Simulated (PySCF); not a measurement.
Species: C2H3N.
SMILES with atom numbers: `[C-:1]#[N+:2][CH3:3]` (hydrogens: H4, H5, H6 on C3)

Structure used (PBE0-D3(BJ)/def2-SVP), in Å, numbered top down from 1:
```
atom  x, y, z in Å
C1     2.1038    0.2082    0.0067
N2     0.9383    0.0838   -0.0034
C3    -0.4605   -0.0664   -0.0156
H4    -0.7556   -0.8281   -0.7525
H5    -0.8192   -0.3790    0.9762
H6    -0.9437    0.8855   -0.2807
```

Theory: PySCF, TDDFT CAM-B3LYP/def2-SVPD, vertical, gas phase, core orbitals frozen in the response.

Computed singlets with f of 0.002 or more:

```
state  E (eV)       f
   S2    8.19   0.076
   S3    8.19   0.076
   S6    8.71   0.025
   S7    8.98  0.0059
   S8    8.98  0.0059
   S9   10.29   0.425
```

Give A, τ, |μ| and ∫σ dE for each state.

Relations used (vacuum, state to state): A = 0.6670 f ν̃² s⁻¹ (ν̃ in cm⁻¹); τ = 1/A; f = (2/3) ΔE |μ|² in atomic units; ∫σ dE = 109.76 f Mb·eV.

| state | A (s⁻¹) | τ | \|μ\| (D) | ∫σ dE (Mb·eV) |
| --- | --- | --- | --- | --- |
| S2 | 2.2×10⁸ | 4.5 ns | 1.57 | 8.4 |
| S3 | 2.2×10⁸ | 4.5 ns | 1.57 | 8.4 |
| S6 | 8.4×10⁷ | 12 ns | 0.88 | 2.8 |
| S7 | 2.1×10⁷ | 48 ns | 0.42 | 0.65 |
| S8 | 2.1×10⁷ | 48 ns | 0.42 | 0.65 |
| S9 | 2.0×10⁹ | 510 ps | 3.30 | 47 |

States that coincide in energy are taken one by one. The rates are for emission to S0 at the absorption energy, with no other channel.

How much energy does a mole of photons resonant with S9 carry?

10.288 eV × 96.485 = 993 kJ/mol (237 kcal/mol).

Which computed singlets stay under f = 0.002?

S1 (7.96 eV, f 0.0000), S4 (8.27 eV, f 0.0001) and S5 (8.27 eV, f 0.0001).

Suppose S2 emitted 0.3 eV lower with the same transition dipole. How would A change?

At fixed |μ|, A goes as the cube of the energy: (7.89/8.19)³ = 0.89, which makes τ about 5 ns.

All these states lie below the vertical ionisation energy of 11.41 eV (ΔSCF).
